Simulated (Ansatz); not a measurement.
Start from `C[S][MgH]` and change one element to get `C[O][MgH]`.

Ansatz, PBE0-D4/def2-TZVP geometries, multiplicity 1. 

Outer-core shells of Mg are correlated without core-valence functions.

| property | `C[S][MgH]` |
| --- | --- |
| HOMO energy (B3LYP/def2-TZVPP) / eV | -6.22 |
| HOMO energy (PBE/def2-TZVPP) / eV | -5.30 |
| vertical ionisation energy (CCSD(T)/def2-TZVPP) / eV | 8.64 |
| zero-point energy (PBE0-D4/def2-TZVP) / kJ/mol | 114.8 |
| HOMO–LUMO gap (ωB97M-V/def2-TZVPP) / eV | 9.20 |
| LUMO energy (ωB97M-V/def2-TZVPP) / eV | 0.56 |

Problem. Give the same properties after the change, and the shifts. (Estimate.)

Solution. Ansatz gave: 
```json
{"property": "HOMO energy (B3LYP/def2-TZVPP) / eV", "`C[O][MgH]`": "-6.90", "shift": "-0.68"}
{"property": "HOMO energy (PBE/def2-TZVPP) / eV", "`C[O][MgH]`": "-5.62", "shift": "-0.32"}
{"property": "vertical ionisation energy (CCSD(T)/def2-TZVPP) / eV", "`C[O][MgH]`": "9.67", "shift": "1.03"}
{"property": "zero-point energy (PBE0-D4/def2-TZVP) / kJ/mol", "`C[O][MgH]`": "121.1", "shift": "6.3"}
{"property": "HOMO–LUMO gap (ωB97M-V/def2-TZVPP) / eV", "`C[O][MgH]`": "10.25", "shift": "1.05"}
{"property": "LUMO energy (ωB97M-V/def2-TZVPP) / eV", "`C[O][MgH]`": "0.69", "shift": "0.13"}
```

With PBE0 the HOMO falls by 0.65 eV and the LUMO rises by 0.17 eV, so the gap widens by about 0.82 eV. PBE moves the HOMO by -0.32 eV and ωB97M-V by -0.92 eV.

B3LYP here is the variant with VWN-RPA as its local correlation; programs differ in this.
